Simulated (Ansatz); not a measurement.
# CHF2 radical: basis-set convergence

How large a basis does CHF2 radical need? Two functionals and correlated methods are run in growing sets.

Computed with Ansatz 0.2.0, Gaussian basis. Level: one geometry, several basis sets.

Plan: PBE0-D4/def2-SVP; ωB97M-V/def2-SVP; PBE0-D4/def2-QZVPP; ωB97M-V/def2-QZVPP; CCSD(T)/cc-pV(D+d)Z; CCSD(T)/cc-pV(T+d)Z; CCSD(T)/cc-pV(Q+d)Z; the functionals' def2-TZVPP values are taken from earlier runs.

### 1 The geometry

An earlier PBE0-D4 in a triple-zeta def2 set relaxation fixed the geometry.

SMILES `F[CH]F`, 4 atoms, charge 0, spin multiplicity 2.

Atoms are counted from 1 here; the program's logs count them from 0.

Bond lengths: F1–C2 1.321 Å, C2–F3 1.321 Å, C2–H4 1.090 Å. Angles: F1–C2–F3 111.3°, F1–C2–H4 114.2°, F3–C2–H4 114.2°.

### 2 PBE0-D4 in def2-SVP

The input, in.yaml:

```yaml
crystal:
  periodic: [false, false, false]
  atoms:
    - {symbol: F, position_ang: [-1.208179, 0.264628, -0.141740]}
    - {symbol: C, position_ang: [0.038600, 0.063418, 0.244449]}
    - {symbol: F, position_ang: [0.433137, -1.166761, -0.029587]}
    - {symbol: H, position_ang: [0.736452, 0.838715, -0.073122]}
basis:
  gaussian: {orbitals: def2-SVP}
magnetization: {spin_polarized: true, initial_magnetization: 1}
hamiltonian: {xc: pbe0, dispersion: d4}
output: {orbitals: {seedname: orbitals}}
```

Run with:

```sh
> ansatz run in.yaml --threads 2 --pin off --events-out ev --progress --plain --max-ram 32768MiB --backend cpu
```

The runs that follow: ωB97M-V in def2-SVP; PBE0-D4 in def2-QZVPP; ωB97M-V in def2-QZVPP; CCSD(T) in cc-pV(D+d)Z; CCSD(T) in cc-pV(T+d)Z; CCSD(T) in cc-pV(Q+d)Z.

**Question.** What will the summary of the whole plan be? Wanted: MP2 correlation recovered, cc-pV(D+d)Z; MP2 correlation recovered, cc-pV(T+d)Z; MP2 correlation recovered, cc-pV(Q+d)Z; CCSD(T) limit from def2 sets; PBE0-D4: double and triple zeta above quadruple; ωB97M-V: double and triple zeta above quadruple.

**Answer**, as computed:

| quantity | value |
| --- | --- |
| MP2 correlation recovered, cc-pV(D+d)Z | 65.7 % |
| MP2 correlation recovered, cc-pV(T+d)Z | 86.8 % |
| MP2 correlation recovered, cc-pV(Q+d)Z | 94.5 % |
| CCSD(T) limit from def2 sets (earlier runs) less the limit of this series | 7 meV |
| PBE0-D4: double and triple zeta above quadruple | 8.27, 0.34 eV |
| ωB97M-V: double and triple zeta above quadruple | 8.43, 0.33 eV |

PBE0-D4 gains 7.93 eV from double to triple zeta, then 0.34 eV more. Correlation climbs from 66 % (cc-pV(D+d)Z) to 94 % (cc-pV(Q+d)Z) of the limit; Hartree-Fock is 0.162 eV from its own by then. A limit from the def2 sets, made apart, differs by 7 meV, a least measure of the doubt on such a limit. Total energies overstate the basis error of differences, where much of it tends to cancel.
